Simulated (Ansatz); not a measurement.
Barrier from H (doublet) + H2S (sulfane, SMILES S) to the saddle point below; all geometries are those of the HTBH38 set.
```xyz
4

H      1.2621    -0.2201     0.0000
S      0.0000     0.2232     0.0000
H     -0.5006    -1.1154     0.0000
H     -0.7615    -2.2349     0.0000
```
Charge 0, spin multiplicity 2.

Total energies in hartree (Ansatz, a first-principles code). Radicals and triplets start from unrestricted determinants; spin-orbit coupling is neglected. Cores are frozen in correlated methods. No relativity. For partners of very few electrons the exact lower level stands in for a higher one. The UHF reference of H3S (saddle point or complex, doublet) is spin-contaminated (<S^2> up to 0.03 over the pure value in the sets run).

```csv
species,HF/aug-cc-pV(T+d)Z,CCSD(T)/aug-cc-pV(T+d)Z,HF/aug-cc-pV(Q+d)Z,CCSD(T)/aug-cc-pV(Q+d)Z,CCSDT(Q)/aug-cc-pV(T+d)Z
1: H (doublet),-0.49982,-0.49982,-0.49995,-0.49995,-0.49982
"2: H2S (sulfane, SMILES S)",-398.71600,-398.94361,-398.71940,-398.95899,-398.94473
"3: H3S (complex or saddle point, doublet)",-399.19692,-399.43740,-399.20038,-399.45280,-399.43881
```

Work out the barrier height (electronic, no zero-point energy) in kcal/mol: take Hartree-Fock from aug-cc-pV(Q+d)Z, extrapolate the CCSD(T) correlation energy as X^-3 (X = 3, 4), and add CCSDT(Q) - CCSD(T) in aug-cc-pV(T+d)Z. 1 hartree = 627.51 kcal/mol.


Species 1: correlation (64·(0.00000) - 27·(0.00000))/37 = 0.00000; step +0.00000; E1 = -0.49995 + (0.00000) + (+0.00000) = -0.49995
Species 2: correlation (64·(-0.23959) - 27·(-0.22761))/37 = -0.24833; step -0.00112; E2 = -398.71940 + (-0.24833) + (-0.00112) = -398.96885
Species 3: correlation (64·(-0.25242) - 27·(-0.24048))/37 = -0.26113; step -0.00141; E3 = -399.20038 + (-0.26113) + (-0.00141) = -399.46292
-1·E1 -1·E2 +1·E3 = 0.00588 hartree = 3.7 kcal/mol. Published benchmark value: 3.5 kcal/mol (Zhao et al., J. Phys. Chem. A 109, 2012 (2005), HTBH38), a best estimate, not a measurement. The composite differs from it by +0.2 kcal/mol; core, relativistic and spin-orbit terms are not in it.
